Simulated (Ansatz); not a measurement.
System: pyrazine, C₄H₄N₂, charge 0, multiplicity 1. 
Geometry from a B3LYP-D3(BJ)/def2-TZVP (Ansatz, a quantum-chemistry and plane-wave program) optimisation:
SMILES: c1cnccn1
```xyz
10

C      1.1755    -0.6013     0.1346
C      1.0677     0.7845     0.0774
N     -0.1084     1.3933    -0.0575
C     -1.1755     0.6013    -0.1346
C     -1.0677    -0.7845    -0.0774
N      0.1084    -1.3933     0.0575
H      2.1422    -1.0802     0.2447
H      1.9481     1.4144     0.1418
H     -2.1422     1.0802    -0.2447
H     -1.9481    -1.4144    -0.1418
```

Basis-set convergence of Hartree-Fock and CCSD correlation energies (hartree) with Ansatz. Correlated levels leave the core frozen unless marked. Spin-orbit coupling is left out. No relativistic terms.

The Hartree-Fock reference is unstable (checked in the largest basis), which strains HF and MP2. 

| basis | functions | E(HF) | E(corr, CCSD) |
|---|---|---|---|
| cc-pVDZ | 104 | -262.70359 | -0.86029 |
| cc-pVTZ | 236 | -262.76912 | -1.02899 |
| cc-pVQZ | 450 | -262.78641 | -1.08345 |
| cc-pV5Z | 766 | -262.79034 | -1.10148 |

Extrapolating the two largest sets (X = 4 and 5) as X^-3: E(corr) = (125·(-1.10148) - 64·(-1.08345))/61 = -1.1204 Eh, an estimate of the basis-set limit. The largest set recovers 98.3 % of it, the smallest 76.8 %.
